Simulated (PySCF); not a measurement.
Input of a run (B3LYP/6-31+G* geometry optimisation, gas phase (PySCF 2.14.0)), started from GFN2-xTB:
```
{"job": {"xc": "B3LYP", "basis": "6-31+G*", "grid": 1, "kind": "geom"}, "charge": 0, "multiplicity": 1}
C      2.532532     0.259825     0.256488
C      1.541094    -0.387677    -0.342307
C      0.111460    -0.143001    -0.163583
C     -0.346311     1.089253     0.571208
N     -0.655231    -1.033342    -0.644977
C     -2.079633    -0.958580    -0.516285
H      2.373044     1.067970     0.950829
H      3.560476    -0.008368     0.080540
H      1.751566    -1.212217    -1.009172
H      0.410912     1.866056     0.549188
H     -1.259188     1.475792     0.121391
H     -0.563040     0.835838     1.609401
H     -2.401780    -0.782504     0.515278
H     -2.487762    -0.154904    -1.137826
H     -2.492553    -1.906151    -0.862084
```

Output (energies in Eh, forces in Eh/bohr):
```
step   0  E = -250.66731283  max force = 0.016516
step   1  E = -250.66953318  max force = 0.001814
step   2  E = -250.66955338  max force = 0.001036
step   3  E = -250.66958564  max force = 0.001593
step   4  E = -250.66960789  max force = 0.000751
step   5  E = -250.66961166  max force = 0.000946
step   6  E = -250.66961985  max force = 0.000263
optimisation converged
```

Summarise the run.

The energy falls by 6.1 kJ/mol over 7 energy and gradient evaluations, the largest force component goes from 0.0165 to 2.6e-04 Eh/bohr, and the atoms move by 0.097 Å rms after alignment. The bond that changes most is N5–C6 (imine nitrogen to N-methyl carbon), which lengthens by 0.023 Å. Bonds longer at the end by more than 0.005 Å: 13 of 14; shorter: 0. Among the angles that change most is C3–N5–C6, from 122.0° to 119.8°. The energy never rose by more than 1e-6 Eh on the way. The first step brought 96 % of the lowering.

What are the final bond lengths?

C1=C2 1.342 Å, C2–C3 1.477 Å, C3–C4 1.518 Å, C3=N5 1.287 Å, N5–C6 1.456 Å, C1–H7 1.087 Å, C1–H8 1.087 Å, C2–H9 1.088 Å, C4–H10 1.092 Å, C4–H11 1.094 Å, C4–H12 1.099 Å, C6–H13 1.100 Å, C6–H14 1.101 Å, C6–H15 1.094 Å. Numbering counts from 1 in the input's order; the species is `C=C/C(C)=N/C`.

The run used 126 basis functions and 49 SCF cycles in all. Time: 42 s; peak memory 0.54 GiB. Hardware: an Intel Xeon Platinum 8488C with one thread, shared host with 192 logical CPUs at a one-minute load of 130.

B3LYP/6-31+G* frequencies: not computed here. The numbers are those of one conformer.

Shape of the structure used: `[CH2:1]=[CH:2]/[C:3]([CH3:4])=[N:5]/[CH3:6]`: C1–C2–C3–C4 2°.
